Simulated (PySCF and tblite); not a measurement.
Results of a calculation; reference values are marked as such.
Stationary points of C₄H₇NS at GFN2-xTB, in Å:

Structure A

```
 1 C    -2.251   -0.044    0.473
 2 N    -1.074    0.226   -0.303
 3 C     0.186    0.137    0.148
 4 C     1.294    0.401   -0.596
 5 C     2.597    0.294   -0.086
 6 S     3.954    0.606   -0.953
 7 H    -2.883    0.846    0.542
 8 H    -1.964   -0.346    1.478
 9 H    -2.837   -0.848    0.020
10 H    -1.210    0.511   -1.261
11 H     0.289   -0.171    1.181
12 H     1.189    0.709   -1.628
13 H     2.708   -0.014    0.951
```

Structure B

```
 1 C    -2.216   -0.330    0.445
 2 N    -1.085   -0.161   -0.431
 3 C     0.188   -0.128    0.071
 4 C     1.242    0.427   -0.533
 5 C     2.612    0.336   -0.043
 6 S     3.659   -0.826   -0.460
 7 H    -2.487    0.592    0.977
 8 H    -1.984   -1.097    1.182
 9 H    -3.075   -0.658   -0.139
10 H    -1.248    0.442   -1.225
11 H     0.312   -0.656    1.007
12 H     1.125    0.938   -1.481
13 H     2.957    1.121    0.631
```

Structure C

```
 1 C    -2.191   -0.295    0.398
 2 N    -1.082    0.399   -0.195
 3 C     0.204    0.127    0.045
 4 C     1.265    0.774   -0.514
 5 C     2.595    0.430   -0.213
 6 S     3.073   -0.755    0.821
 7 H    -2.818    0.394    0.968
 8 H    -1.817   -1.066    1.068
 9 H    -2.807   -0.768   -0.372
10 H    -1.299    1.143   -0.842
11 H     0.402   -0.676    0.743
12 H     1.096    1.580   -1.216
13 H     3.374    1.002   -0.710
```

Geometries: GFN2-xTB; energies: PBE0/pcSseg-1 + D3(BJ); zero-point and thermal terms from GFN2-xTB harmonic modes (soft modes blended into free rotors).

Task: Which structure is a saddle point, and along which motion?

Result: B: one imaginary mode (376i cm⁻¹ at GFN2-xTB, mostly on H13, H12, C3), along the rotation about the C4–C5 bond (torsion C3–C4–C5–S6 from 0° to 180°, rising).

Task: Give their symmetry and energies above the lowest.

Result: A Cs, 0.0 kcal/mol; B C1, 19.1 kcal/mol; C Cs, 0.5 kcal/mol.
